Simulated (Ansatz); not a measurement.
Mulliken charges of `[OH][Al][OH]` radical from ωB97M-V/def2-TZVPP in Ansatz (PBE0-D4/def2-TZVP geometry).

```json
{"atom": "O1", "x (Å)": "-1.574", "y (Å)": "-0.325", "z (Å)": "-0.238", "charge (e)": "-0.396"}
{"atom": "Al2", "x (Å)": "0.019", "y (Å)": "-0.825", "z (Å)": "0.065", "charge (e)": "0.439"}
{"atom": "O3", "x (Å)": "1.249", "y (Å)": "0.348", "z (Å)": "0.160", "charge (e)": "-0.367"}
{"atom": "H4", "x (Å)": "-1.810", "y (Å)": "0.596", "z (Å)": "-0.359", "charge (e)": "0.160"}
{"atom": "H5", "x (Å)": "2.165", "y (Å)": "0.132", "z (Å)": "0.330", "charge (e)": "0.165"}
```

Q: By hand: the dipole of these point charges (1 e Å = 4.8032 D).

A: Σ q r = (0.241, -0.244, 0.061) e Å, of length 0.348 e Å = 1.67 D.

Q: How does the dipole of the full density compare? (An estimate is asked.)

A: The calculation gave: (0.276, -0.034, 0.048) e Å, 1.36 D; the point charges give 1.23 times that, at 38° from its direction.

Point charges leave out the atoms' own dipoles, such as those of lone pairs, and Mulliken's split depends on the basis, so the two needn't agree.
